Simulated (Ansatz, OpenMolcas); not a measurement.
## AlSiH4O (SMILES [AlH][O][SiH3]): methods side by side

AlSiH4O: 7 atoms, total charge 0, spin state doublet. As SMILES, `[AlH][O][SiH3]`. The shape is that of a PBE0-D4/def2-TZVP optimisation. This is one conformer, not always the lowest.

Each level gives the electronic atomisation energy (eV). The values are calculated. Electronic energies at fixed atoms, without zero-point motion or spin-orbit coupling.

```tsv
level	kind	program	value (eV)	less CCSD(T)/aug-cc-pVDZ	CPU time (all runs)
USVWN5/aug-cc-pVDZ	LDA	OpenMolcas	23.59	+3.50	49 s
U-revPBE/aug-cc-pVDZ	GGA	Ansatz	20.25	+0.16	25 s
UTPSS/aug-cc-pVDZ	meta-GGA	OpenMolcas	21.58	+1.49	100 s
UPBE0/aug-cc-pVDZ	global hybrid	Ansatz	20.68	+0.59	26 s
UCAM-B3LYP/aug-cc-pVDZ	range-separated hybrid	Ansatz	21.19	+1.10	30 s
UB2PLYP/aug-cc-pVDZ	double hybrid	Ansatz	20.78	+0.69	30 s
RPA@PBE0/aug-cc-pVDZ	RPA	Ansatz	19.64	-0.45	37 s
UMP2/aug-cc-pVDZ	perturbation theory	Ansatz	20.40	+0.31	8.2 s
UCCSD(T)/aug-cc-pVDZ	coupled cluster or CI	Ansatz	20.09	0.00	1.7 min
UCCSD/aug-cc-pVDZ	coupled cluster or CI	Ansatz	19.91	-0.18	73 s
```

UCCSD(T)/aug-cc-pVDZ is the highest level here, not the true value. Correlated wave functions underbind in double-zeta sets. The values span 19.64 to 23.59 eV. Times are those of the runs behind each value, whatever else they computed, on shared processors of several kinds: orders of magnitude only.
